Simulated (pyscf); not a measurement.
One four-centre exchange on the doublet surface with elements of a group swapped. ωB97M-D3(BJ)/def2-TZVP, eV, from the separated reactants. Optimised with ωB97X-D3(BJ)/def2-SVP in PySCF.

```csv
step,barrier,reaction energy,imaginary mode (i cm⁻¹)
`[OH][SiH][OH]` [doublet] + `[FH]` → `[OH2]` + `[OH][SiH][F]` [doublet],0.46,-0.45,689
`[OH][SiH][OH]` [doublet] + `[ClH]` → `[OH][SiH][Cl]` [doublet] + `[OH2]`,[?],[?],239
```

### Question
What belongs in the gaps?

### Answer

- `[OH][SiH][OH]` [doublet] + `[ClH]` → `[OH][SiH][Cl]` [doublet] + `[OH2]`, barrier: 0.69
- `[OH][SiH][OH]` [doublet] + `[ClH]` → `[OH][SiH][Cl]` [doublet] + `[OH2]`, reaction energy: -0.07

Row 1: On the reactant side the descent ends in a complex, 0.27 eV under the separated species and 0.78 eV under the saddle at ωB97X-D3(BJ)/def2-TZVP. On the product side the descent ends in a complex (not fully relaxed), 0.34 eV under the separated species and 1.27 eV under the saddle at ωB97X-D3(BJ)/def2-TZVP. Row 2: On the reactant side the descent ends in a complex (not fully relaxed), 0.29 eV under the separated species and 0.95 eV under the saddle at ωB97X-D3(BJ)/def2-TZVP. On the product side the descent ends in a bound adduct, 0.39 eV under the separated species and 1.20 eV under the saddle at ωB97X-D3(BJ)/def2-TZVP. Each row is the saddle that its search found.
